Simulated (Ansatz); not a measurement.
Results of PBE in Ansatz (plane waves, PAW) for fcc Rh.

Input file:

Ansatz 0.2 input:
```yaml
crystal:
  lattice:
    - [0.0, 1.9149382009, 1.9149382009]
    - [1.9149382009, 0.0, 1.9149382009]
    - [1.9149382009, 1.9149382009, 0.0]
  atoms:
    - { symbol: Rh, position: [0.0, 0.0, 0.0] }
basis:
  ecutwfc: 520
  ecutrho_ratio: 4
  xc_grid: 2
kpoints:
  mp_grid: { grid: [24, 24, 24] }
hamiltonian:
  xc: pbe
  dispersion: none
  pseudopotentials: { kind: paw }
scf:
  occupations: { method: fermi_dirac, width: 0.05 }
  convergence: { dr2_threshold: 0.000000001 }
output:
  forces: false
  stress: true
  eigenvalues: true
```

Output (set-up and result lines):

```
WARN output.stress: scf.convergence.dr2_threshold = 1e-9 eV is looser than the 1e-10 eV advised for a printed stress (1e-10 eV for each atom of the cell: 1)
Crystal: 1 atoms, lattice volume = 14.044 Å³
Basis set: ecut = 520 eV, 339 PW (Γ), exchange–correlation on 48×48×48 points (8 copies of the dense FFT grid, shifted against one another)
Bands: 13, of which v1, the nominal top of the filled ones, is band 9 counted from 1 (8 counted from 0)
Symmetry: 48 space group operations
Space group: Fm-3m (ITA 225), of the structure as read, at distance tolerance 2.4e-5 Å
k-points: 413 of 13824
Functional: x = pbe(κ = 0.804, μ = 0.2195149727645171), c = pbe(β = 0.06672455060314922)
SCF iter   1: F=—  HF=-6402.896709 eV  |F-HF|=—  |Δ(HF+E_count)|=         —  Δρ=2.80e-3  dr2=2.21e-4
SCF iter   2: F=—  HF=-6402.896913 eV  |F-HF|=—  |Δ(HF+E_count)|=   2.04e-4  Δρ=1.42e-3  dr2=4.84e-5
  ...
SCF iter   5: F=—  HF=-6402.896935 eV  |F-HF|=—  |Δ(HF+E_count)|=   7.43e-7  Δρ=1.28e-5  dr2=5.92e-9
SCF iter   6: F=-6402.896935 eV  HF=-6402.896935 eV  |F-HF|=5.73e-11  |Δ(HF+E_count)|=   2.06e-9  Δρ=1.26e-6  dr2=1.02e-10
SCF 1 converged in 6 iterations: F = -6402.896935 eV  dr2 = 1.02e-10
SCF converged after 6 iterations
Free energy (F): -6402.896935 eV
Internal energy: -6402.886328 eV  (E = F + TS)
E sigma→0 (E₀):  -6402.891632 eV
Fermi energy:    21.783071 eV
--- Stress (GPa, compression-positive) ---
       -0.000313      -0.000000       0.000000
        0.000000      -0.000313       0.000000
        0.000000      -0.000000      -0.000313
  P = ⅓ Tr σ = -0.0003 GPa (-0.003 kbar)
```

Cost on a shared machine: roughly 5 core-seconds.

Ansatz is a program for electronic structure.
